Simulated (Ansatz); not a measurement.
How the equilibrium volume per atom of Te (model structure, started from the hcp type, P6₃/mmc, No. 194, 2 atoms in the cell) moves with the method

No measured value is used here.

```json
[
 {"level (code)": "PBE (Ansatz)", "value (Å³/atom)": "31.47"},
 {"level (code)": "PBEsol (Ansatz)", "value (Å³/atom)": "29.54"},
 {"level (code)": "PBE-D3(BJ) (Ansatz)", "value (Å³/atom)": "29.62"}
]
```

Ansatz's density-functional and Hartree–Fock values are scalar-relativistic unless marked +SOC, with PAW data made under PBE.

A model structure was made by putting elements into a prototype or built by hand; it is no filed structure, need not be a known phase, and can be a saddle point held by its symmetry.

Ansatz is a program for electronic structure.
